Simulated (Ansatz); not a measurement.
A run of Ansatz (development build ahead of 0.2.0) on singlet C₃H₄ at this shape:

| atom | x (Å) | y (Å) | z (Å) |
| --- | --- | --- | --- |
| C | 0.0000 | 0.0000 | -1.3381 |
| C | 0.0000 | 0.0000 | 0.2316 |
| C | 0.0000 | 0.0000 | 1.5393 |
| H | 0.0000 | -1.1098 | -1.7654 |
| H | -0.9611 | 0.5549 | -1.7654 |
| H | 0.9611 | 0.5549 | -1.7654 |
| H | 0.0000 | 0.0000 | 2.6993 |

Its results:

- Converged: yes
- Reference energy: -115.84962 hartree
- Correlation energy: -0.48989 hartree
- Total energy: -116.33951 hartree
- Spin squared of the determinant: 0.000

(1) Which input gives this output? Name the method, the orbitals and the basis set, and write the input.

Results:

(1) RHF-MP2 in def2-TZVP. An unrestricted run that stays on the closed shell gives the same numbers.

```yaml
crystal:
  periodic: [false, false, false]
  atoms:
    - { symbol: C, position_ang: [0.0, 0.0, -1.33806] }
    - { symbol: C, position_ang: [0.0, 0.0, 0.23163] }
    - { symbol: C, position_ang: [0.0, 0.0, 1.53927] }
    - { symbol: H, position_ang: [0.0, -1.10976, -1.76545] }
    - { symbol: H, position_ang: [-0.96108, 0.55488, -1.76545] }
    - { symbol: H, position_ang: [0.96108, 0.55488, -1.76545] }
    - { symbol: H, position_ang: [0.0, 0.0, 2.69926] }
basis:
  gaussian: { orbitals: def2-TZVP }
hamiltonian:
  xc: hf
correlation:
  method: mp2
  frozen_orbitals: { C: 1, H: 0 }
```

Caution: no unrestricted run beside it, a lower state can exist.
